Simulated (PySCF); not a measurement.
Geometries of 3 isomers of C2H2F2O, from PySCF, PBE0-D3(BJ)/def2-SVP geometry optimisation, gas phase. One conformer each, no zero-point energy, no frequencies.

**Question.** Which isomer lies lowest at this level?
A.
```xyz
7
angstrom
O      1.544    0.317    1.004
C      0.905   -0.011    0.047
C     -0.618    0.013    0.023
F     -1.055   -1.240   -0.209
F     -1.015    0.797   -0.997
H      1.363   -0.368   -0.910
H     -1.033    0.389    0.974
```
B.
```xyz
7
angstrom
F     -1.685   -0.516    0.094
C     -0.622    0.136   -0.386
O      0.418   -0.659   -0.855
C      0.637    0.023    0.335
F      0.666   -0.727    1.442
H     -0.916    0.988   -1.013
H      1.433    0.778    0.336
```
C.
```xyz
7
angstrom
F      1.713    0.276   -0.390
C      0.588   -0.299    0.021
F      0.724   -1.618   -0.073
C     -0.699    0.350   -0.095
O      0.038    0.177    1.150
H     -1.607   -0.258   -0.178
H     -0.756    1.384   -0.453
```

**Answer.** A. That is `O=CC(F)F`, 7.0 kcal/mol below the next.

```csv
SMILES,atoms numbered as above,E (Eh),relative (kcal/mol),relative (kJ/mol),dipole (D)
O=CC(F)F,[O:1]=[CH:2][CH:3]([F:4])[F:5],-351.67197,0.0,0.0,0.48
FC1(F)CO1,[F:1][C:2]1([F:3])[CH2:4][O:5]1,-351.66085,7.0,29.2,2.27
F[C@@H]1O[C@@H]1F,[F:1][C@@H:2]1[O:3][C@@H:4]1[F:5],-351.65142,12.9,54.0,2.66
```

As drawn, the lowest has a C=O bond and two fluorines on one carbon, which the highest lacks; the highest has a three-membered ring, which the lowest lacks.
